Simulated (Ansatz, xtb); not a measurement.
## CH5NO+: where a starting geometry ends

The starting geometry of this gas-phase doublet was built from a drawn formula by distance geometry and a force field; its bonds are those of `[CH2]N[OH2+]`.

```yaml
atoms:
  - { symbol: C, position_ang: [-0.1757, 0.1110, 1.9646] }
  - { symbol: N, position_ang: [-0.0053, -1.0653, 1.1992] }
  - { symbol: O, position_ang: [-1.0350, -1.9936, 1.6245] }
  - { symbol: H, position_ang: [0.7527, 0.5641, 2.4254] }
  - { symbol: H, position_ang: [-1.0544, 0.7282, 1.9741] }
  - { symbol: H, position_ang: [0.8730, -1.6337, 1.3239] }
  - { symbol: H, position_ang: [-1.8829, -2.0416, 1.0685] }
  - { symbol: H, position_ang: [-1.2395, -1.9766, 2.5823] }
```

Q: Predict what it relaxes into with r2SCAN-D4/def2-SVP.

A: It loosens into CH3N + H2O, which stay close as a complex (formulas without charges). Distances that change by over a tenth: C1–N2 (1.41 → 1.25 Å). Contacts that open: N2–O3 (1.45 → 2.20 Å).

The energy falls by 2.02 eV over 15 steps:

```tsv
step	E − E(last) (eV)
1	2.023
3	0.951
4	0.707
6	0.113
7	0.052
9	0.006
10	0.005
12	0.000
13	0.000
15	0.000
```

Final geometry (Å):

```csv
atom,x (Å),y (Å),z (Å)
C,0.0893,0.3480,1.9249
N,0.1627,-0.8733,1.6706
O,-1.3307,-2.4881,1.6058
H,0.9943,0.9884,1.8984
H,-0.8752,0.8162,2.1811
H,0.9587,-1.4673,1.4184
H,-2.0084,-2.1692,0.9813
H,-1.7578,-2.4623,2.4821
```

From the same start GFN2-xTB reaches the same bonding as this run.

No frequencies were run, so the end isn't proven a minimum. Open shells are spin-unrestricted. Run with Ansatz 0.2.0, 72 s on 1 thread of Arm Neoverse V1, with other jobs on the host.
